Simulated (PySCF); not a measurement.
System (SMILES): C#C (C2H2).
Geometry (B3LYP-D3(BJ)/def2-TZVP, fixed):
```xyz
4

C      0.0000     0.0000    -0.5984
C      0.0000     0.0000     0.5984
H      0.0000     0.0000     1.6611
H      0.0000     0.0000    -1.6611
```

How fast the lowest singlet excitation energy converges with the basis for several methods (PySCF): deviation from each method's own reference, in eV. References: CAM-B3LYP 7.662 eV, the value in d-aug-cc-pVTZ; PBE 6.839 eV, the value in d-aug-cc-pVTZ; PBE0 7.542 eV, the value in d-aug-cc-pVTZ. All functions are spherical. Density fitting with generated auxiliary sets. No added dispersion term, no relativity. Tamm-Dancoff approximation, the state taken by its order.

```
basis            functions  CAM-B3LYP    PBE    PBE0
---------------  ---------  ---------  -----  ------
aug-cc-pVDZ             64      0.029  0.009   0.081
aug-pcseg-1             64      0.053  0.060   0.110
6-311++G(2d,2p)         74      0.114  0.020   0.166
d-aug-cc-pVDZ           90     -0.014  0.002  -0.018
aug-cc-pVTZ            138      0.028  0.006   0.069
aug-pcseg-2            138      0.016  0.004   0.052
d-aug-cc-pVTZ          188      0.000  0.000   0.000
```

Mean absolute deviation over 6-311++G(2d,2p), aug-cc-pVTZ, aug-pcseg-2: PBE 0.010, CAM-B3LYP 0.053, PBE0 0.095 eV.
